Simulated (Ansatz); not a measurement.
C$_{2}$H$_{4}$N (charge -1), singlet: a relaxation.

Input (in.yaml):

```yaml
crystal:
  periodic: [false, false, false]
  atoms:
    - {symbol: C, position_ang: [-1.042981, -0.756565, -0.749662]}
    - {symbol: N, position_ang: [-0.716433, 0.192723, 0.325523]}
    - {symbol: C, position_ang: [0.798287, 0.292121, 0.439256]}
    - {symbol: H, position_ang: [-2.388142, -0.663797, -0.914928]}
    - {symbol: H, position_ang: [1.419429, -0.673970, 0.292728]}
    - {symbol: H, position_ang: [0.921555, 0.764548, 1.242365]}
    - {symbol: H, position_ang: [1.115005, 0.791680, -0.499968]}
basis:
  gaussian: {orbitals: def2-SVP}
total_charge: -1
hamiltonian: {xc: pbe, dispersion: d4}
relax: {f_tol: 0.002, max_steps: 5, max_displacement: 0.5}
```

Run by:

```bash
ansatz run in.yaml --threads 2 --pin off --events-out ev --progress --plain --max-ram 3481MiB
```

What Ansatz 0.2.0 printed:

```
Functional definition: PBE
  name "PBE"
  cite "Perdew, Burke & Ernzerhof, Phys. Rev. Lett. 77, 3865 (1996) doi:10.1103/PhysRevLett.77.3865"
  parent pbe
  parameter kappa = 0.804
  parameter beta = 0.06672455060314922
  exchange = pbe_x(kappa = kappa, mu = beta*pi^2/3)
  correlation = pbe_c(beta = beta)
720 factors; their error is unknown
mean field evaluation 1: about -3614.7008 eV, gradient 3.1e1 eV
mean field evaluation 2: about -3606.6066 eV, gradient 6.4e1 eV
mean field evaluation 4: about -3617.1939 eV, gradient 5.7e0 eV
mean field evaluation 8: about -3617.2819 eV, gradient 1.9e-1 eV
mean field evaluation 16: about -3617.2387 eV, gradient 1.9e-4 eV
mean field -3617.23865391 eV, -132.9310686789 hartree, gradient 2.1e-5 eV, S^2 0.000000; 0 other end points of the search recorded, 0 dependent functions left out
the calculation of the forces begins
reference -3617.23868411 eV, -132.9310697887 hartree; 12, 12 occupied and 50, 50 virtual orbitals, 720 factors
relax step   1: F+E_penalty+E_count = -3617.34735778 eV  Δ(F+E_penalty+E_count) = +0.000e0 eV  max|allowed force component| = 8.430e0 eV/Å  Δτ_max = 0.0000 Å  (27 SCF iters, accepted)
these checks for a lower state are left out or cut short: starts, cluster_reference, orbital_swaps, neighbouring_geometries, increment
720 factors; their error is unknown
mean field -3618.65535270 eV, -132.9831313991 hartree, gradient 1.1e-5 eV, S^2 0.000000; 0 other end points of the search recorded, 0 dependent functions left out
the calculation of the forces begins
reference -3618.65538299 eV, -132.9831325123 hartree; 12, 12 occupied and 50, 50 virtual orbitals, 720 factors
relax step   2: F+E_penalty+E_count = -3618.76374974 eV  Δ(F+E_penalty+E_count) = -1.416e0 eV  max|allowed force component| = 2.265e0 eV/Å  Δτ_max = 0.2256 Å  (35 SCF iters, accepted)
these checks for a lower state are left out or cut short: starts, cluster_reference, orbital_swaps, neighbouring_geometries, increment
720 factors; their error is unknown
mean field evaluation 32: about -3618.9361 eV, gradient 7.8e-6 eV
mean field -3618.93610731 eV, -132.9934489405 hartree, gradient 7.8e-6 eV, S^2 0.000000; 0 other end points of the search recorded, 0 dependent functions left out
the calculation of the forces begins
reference -3618.93613836 eV, -132.9934500817 hartree; 12, 12 occupied and 50, 50 virtual orbitals, 720 factors
relax step   3: F+E_penalty+E_count = -3619.04453211 eV  Δ(F+E_penalty+E_count) = -2.808e-1 eV  max|allowed force component| = 7.598e-1 eV/Å  Δτ_max = 0.1035 Å  (30 SCF iters, accepted)
these checks for a lower state are left out or cut short: starts, cluster_reference, orbital_swaps, neighbouring_geometries, increment
720 factors; their error is unknown
mean field -3618.98241574 eV, -132.9951507442 hartree, gradient 2.3e-5 eV, S^2 0.000000; 0 other end points of the search recorded, 0 dependent functions left out
the calculation of the forces begins
reference -3618.98244650 eV, -132.9951518744 hartree; 12, 12 occupied and 50, 50 virtual orbitals, 720 factors
relax step   4: F+E_penalty+E_count = -3619.09102882 eV  Δ(F+E_penalty+E_count) = -4.650e-2 eV  max|allowed force component| = 2.545e-1 eV/Å  Δτ_max = 0.0990 Å  (28 SCF iters, accepted)
these checks for a lower state are left out or cut short: starts, cluster_reference, orbital_swaps, neighbouring_geometries, increment
720 factors; their error is unknown
mean field -3619.02244016 eV, -132.9966216142 hartree, gradient 8.8e-6 eV, S^2 0.000000; 0 other end points of the search recorded, 0 dependent functions left out
the calculation of the forces begins
reference -3619.02247074 eV, -132.9966227382 hartree; 12, 12 occupied and 50, 50 virtual orbitals, 720 factors
relax step   5: F+E_penalty+E_count = -3619.13121475 eV  Δ(F+E_penalty+E_count) = -4.019e-2 eV  max|allowed force component| = 3.534e-1 eV/Å  Δτ_max = 0.1782 Å  (35 SCF iters, accepted)
Error: geometry relaxation did not converge after 5 steps: max|allowed force component| = 3.53e-1 eV/Å (threshold 2.0e-3). Raise `relax.max_steps` over both its present limit and 5, loosen `relax.f_tol`, or start from a geometry closer to equilibrium. Where this run's directory can be resumed (`checkpoint.write`), a resume goes on for up to `relax.max_steps` more
```

The lines “mean field evaluation” count trial sets of orbitals through the whole run, from several starts and some on an approximate energy, so they need not fall steadily or lie above the final value.

The run took about 13 s on 2 CPU threads of an Intel Xeon (shared host).


The run did not converge within its limit.